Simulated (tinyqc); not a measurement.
CCD on RHF in the sto-3g basis, frozen core, for H2O, spin multiplicity 1, step by step. One step of it, computed by the program tinyqc.

Problem. Orthogonalisation. S = U s U^T; canonical form X = U s^(-1/2), so that X^T S X = 1. Each column of U has its largest component positive (the first on a tie).

overlap S, order 1O 1s, 1O 2s, 1O 2px, 1O 2py, 1O 2pz, 2H 1s, 3H 1s:
```
[[1.000000, 0.236704, 0.000000, 0.000000, 0.000000, 0.046727, 0.046727],
 [0.236704, 1.000000, 0.000000, 0.000000, 0.000000, 0.435913, 0.435913],
 [0.000000, 0.000000, 1.000000, 0.000000, 0.000000, 0.000000, 0.000000],
 [0.000000, 0.000000, 0.000000, 1.000000, 0.000000, 0.289592, -0.289592],
 [0.000000, 0.000000, 0.000000, 0.000000, 1.000000, 0.232988, 0.232988],
 [0.046727, 0.435913, 0.000000, 0.289592, 0.232988, 1.000000, 0.226698],
 [0.046727, 0.435913, 0.000000, -0.289592, 0.232988, 0.226698, 1.000000]]
```

Give: eigenvalues of S; X.

Solution.

eigenvalues of S: [0.3817, 0.4617, 0.8841, 1.0000, 1.0984, 1.3116, 1.8626]

X, order 1O 1s, 1O 2s, 1O 2px, 1O 2py, 1O 2pz, 2H 1s, 3H 1s:
```
[[-0.3206, 0.0000, 0.7475, 0.0000, -0.6184, 0.0000, 0.1582],
 [1.1154, 0.0000, -0.3019, 0.0000, -0.3095, 0.0000, 0.4268],
 [0.0000, 0.0000, 0.0000, 1.0000, 0.0000, 0.0000, 0.0000],
 [0.0000, 0.8911, 0.0000, 0.0000, 0.0000, 0.6949, 0.0000],
 [0.5306, 0.0000, 0.6543, 0.0000, 0.6299, 0.0000, 0.2049],
 [-0.7040, -0.8282, -0.1628, 0.0000, 0.1330, 0.3739, 0.3793],
 [-0.7040, 0.8282, -0.1628, 0.0000, 0.1330, -0.3739, 0.3793]]
```
